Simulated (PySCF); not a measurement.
CF4. Atoms are numbered in the order given.

```xyz
5

F      0.7638    -0.7638     0.7638
C      0.0000     0.0000     0.0000
F     -0.7638    -0.7638    -0.7638
F     -0.7638     0.7638     0.7638
F      0.7638     0.7638    -0.7638
```

Coordinates come from a B3LYP-D3(BJ)/def2-SVP optimisation.

These are PBE/def2-TZVPD run with PySCF values and carry that method's errors.

Symmetry labels are those of the subgroup D2 that the program uses (full group Td).

Question: List the valence orbital energies around the gap with their symmetry. (An estimate is asked for; the answer gives what the named calculation found.)

Answer: 
```json
[
 {"orbital": "HOMO−7", "symmetry": "A", "energy (eV)": "-12.24"},
 {"orbital": "HOMO−6", "symmetry": "A", "energy (eV)": "-12.24"},
 {"orbital": "HOMO−5", "symmetry": "B1", "energy (eV)": "-11.68"},
 {"orbital": "HOMO−4", "symmetry": "B2", "energy (eV)": "-11.68"},
 {"orbital": "HOMO−3", "symmetry": "B3", "energy (eV)": "-11.68"},
 {"orbital": "HOMO−2", "symmetry": "B1", "energy (eV)": "-10.41"},
 {"orbital": "HOMO−1", "symmetry": "B2", "energy (eV)": "-10.41"},
 {"orbital": "HOMO", "symmetry": "B3", "energy (eV)": "-10.41"},
 {"orbital": "LUMO", "symmetry": "A", "energy (eV)": "-0.16"},
 {"orbital": "LUMO+1", "symmetry": "B1", "energy (eV)": "1.14"},
 {"orbital": "LUMO+2", "symmetry": "B2", "energy (eV)": "1.14"},
 {"orbital": "LUMO+3", "symmetry": "B3", "energy (eV)": "1.14"}
]
```
